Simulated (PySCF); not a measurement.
CH2O.
Bonds: C1–O2 (double). Hydrogens: H3, H4 on C1.

The same species was optimised twice, with GFN2-xTB and with PBE0-D3(BJ)/def2-SVP (PySCF), and the same property calculations (PySCF, gas phase) were run on both structures.

| coordinate | GFN2-xTB | PBE0-D3(BJ)/def2-SVP | change |
| --- | --- | --- | --- |
| C1–H4 (Å) | 1.103 | 1.120 | +0.017 |
| C1–H3 (Å) | 1.103 | 1.120 | +0.017 |
| C1=O2 (Å) | 1.192 | 1.196 | +0.004 |
| H3–C1–H4 (°) | 114.4 | 115.0 | +0.6 |
| O2–C1–H3 (°) | 122.8 | 122.5 | -0.3 |
| O2–C1–H4 (°) | 122.8 | 122.5 | -0.3 |

Rotational constants: A = 291613, B = 39433, C = 34736 MHz (GFN2-xTB) against A = 281104, B = 39131, C = 34349 MHz (PBE0-D3(BJ)/def2-SVP). Point groups within 0.08 Å: C2v and C2v.

On the GFN2-xTB structure: HOMO (eV) -7.73 [PBE0/pcSseg-1]; LUMO (eV) -1.09 [PBE0/pcSseg-1]; dipole (D) 2.39 [PBE0/pcSseg-1]; GIAO shielding of C1 (ppm) -11.8 [PBE0/pcSseg-1]; GIAO shielding of O2 (ppm) -461.1 [PBE0/pcSseg-1].

Question: What do these properties become on the PBE0-D3(BJ)/def2-SVP structure?

Answer: 
```csv
property,level,on GFN2-xTB,on PBE0-D3(BJ)/def2-SVP,change
HOMO (eV),PBE0/pcSseg-1,-7.73,-7.74,-0.01
LUMO (eV),PBE0/pcSseg-1,-1.09,-1.12,-0.03
dipole (D),PBE0/pcSseg-1,2.39,2.38,-0.01
"energy, GFN2-xTB geometry as zero (kcal/mol)",PBE0/pcSseg-1,0.0,-0.1,-0.1
GIAO shielding of C1 (ppm),PBE0/pcSseg-1,-11.8,-12.6,-0.8
GIAO shielding of O2 (ppm),PBE0/pcSseg-1,-461.1,-464.3,-3.2
```

The heavy atoms differ by 0.002 Å rms after alignment. Among all bonds C1–H3 and C1–H4 change most and about equally (+0.017 Å). Changes are differences of the printed values. Neither structure is proved a minimum here.
